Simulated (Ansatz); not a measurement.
**Lutetium, hcp: convergence with the plane-wave cutoff**

Computed with Ansatz, PBE, scalar-relativistic PAW, on the relaxed cell (a = 3.507 Å, c = 5.477 Å (c/a = 1.562); spin not included). Errors count from a run at 420 eV on a Γ-centred 17×17×10 mesh with Fermi-Dirac smearing of 0.1 eV, extrapolated to zero width. Fixed here: mesh 10×10×6, Fermi-Dirac width 0.1 eV. The pressure holds a Pulay correction and is unreliable far below the recommended cutoff. The SCF starts from atomic densities corrected by a trained network.

```
cutoff (eV)  E(σ→0) error (meV/atom)  P (GPa)  SCF iterations
        150                  42338.9    20.31               9
        200                   7940.5     4.28               8
        250                    817.3     0.75               7
        300                     33.5     0.05               7
        350                      3.3     0.00               8
        500                     -1.0    -0.01               8
        600                     -1.1    -0.01               8
        800                     -1.2    -0.01               7
```

What does the run at 420 give (cutoff)?

E(σ→0) error (meV/atom): -0.1; P (GPa): -0.01; SCF iterations: 9.

Within 5 meV/atom of the last row: from 350 eV on.
